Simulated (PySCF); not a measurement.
Compound: BFH₅N.
Bonds: N1–B2, B2–F3. Hydrogens: H4, H5, H6 on N1; H7, H8 on B2.

A GFN2-xTB structure was refined with PySCF 2.14.0, PBE0-D3(BJ)/def2-SVP geometry optimisation, gas phase. Its GFN2-xTB values:

```json
{"coordinate": "N1–B2", "GFN2-xTB": "1.679 Å"}
{"coordinate": "N1–H4", "GFN2-xTB": "1.013 Å"}
{"coordinate": "B2–F3", "GFN2-xTB": "1.386 Å"}
{"coordinate": "B2–H7", "GFN2-xTB": "1.190 Å"}
{"coordinate": "B2–H8", "GFN2-xTB": "1.190 Å"}
{"coordinate": "N1–B2–F3", "GFN2-xTB": "101.2°"}
{"coordinate": "N1–B2–H7", "GFN2-xTB": "106.3°"}
{"coordinate": "B2–N1–H4", "GFN2-xTB": "111.5°"}
{"coordinate": "B2–N1–H5", "GFN2-xTB": "106.9°"}
{"coordinate": "F3–B2–H7", "GFN2-xTB": "112.2°"}
{"coordinate": "H4–N1–H5", "GFN2-xTB": "111.0°"}
{"coordinate": "H5–N1–H6", "GFN2-xTB": "109.5°"}
{"coordinate": "H7–B2–H8", "GFN2-xTB": "117.1°"}
```

**Question.** How do these coordinates change at the PBE0-D3(BJ)/def2-SVP level?

**Answer.** 
| coordinate | PBE0-D3(BJ)/def2-SVP (Å or °) | change |
| --- | --- | --- |
| B2–H8 | 1.229 | +0.039 |
| B2–H7 | 1.229 | +0.039 |
| N1–B2 | 1.658 | -0.021 |
| N1–H4 | 1.020 | +0.007 |
| B2–F3 | 1.392 | +0.006 |
| B2–N1–H5 | 110.3 | +3.4 |
| N1–B2–H7 | 103.6 | -2.7 |
| H4–N1–H5 | 108.5 | -2.5 |
| F3–B2–H7 | 114.6 | +2.4 |
| N1–B2–F3 | 103.1 | +1.9 |
| H7–B2–H8 | 115.1 | -2.0 |
| H5–N1–H6 | 107.9 | -1.6 |
| B2–N1–H4 | 111.2 | -0.3 |

The energy falls by 7.1 kJ/mol over 5 energy and gradient evaluations, the largest force component goes from 0.0178 to 3.4e-04 Eh/bohr, and the atoms move by 0.042 Å rms after alignment. Among the bonds, B2–H7 and B2–H8 change most and about equally (+0.039 Å). Bonds longer at the end by more than 0.005 Å: 6 of 7; shorter: 1. Rotational constants go from 31413, 8869, 7640 to 31671, 8694, 7543 MHz.

The run used 67 basis functions and 30 SCF cycles in all.

Whether it is a minimum is left open (no frequencies).
